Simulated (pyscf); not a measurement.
H₃Si–CH₂–SiH₃ + HF -> F–SiH₃ + H₃C–SiH₃ (four-centre exchange; singlet surface; C–Si, F–H broken, F–Si, C–H formed). Single points on ωB97X-D3(BJ)/def2-SVP structures (PySCF, gas phase). Rate constants from transition-state theory, ωB97M-D3(BJ)/def2-TZVP energies (ideal gas, 1 atm, RRHO with modes under 100 cm⁻¹ raised to 100, one conformer, R ln 2 for chiral ones without a mode under 150 cm⁻¹; no tunnelling), k in cm³ molecule⁻¹ s⁻¹.

```tsv
T (K)	1000/T	log10 k
298	3.354	-39.06
600	1.667	-26.01
900	1.111	-21.58
1200	0.833	?
```

Q: Fit an Arrhenius line to the three values, give the activation energy, and predict k at 1200 K.

A: Least squares gives log10 k = -12.98 − 7.78 × 1000/T, so Ea = 7.78 × ln 10 × 1.987 = 35.6 kcal/mol, against an electronic barrier of 35.2. At 1200 K the line gives -19.46; the computed value is -19.27 (ΔG‡ = 76.2 kcal/mol), a factor 1.6 over the line, since the plot is curved. This is the saddle that the search found; another between the same sides may lie lower.
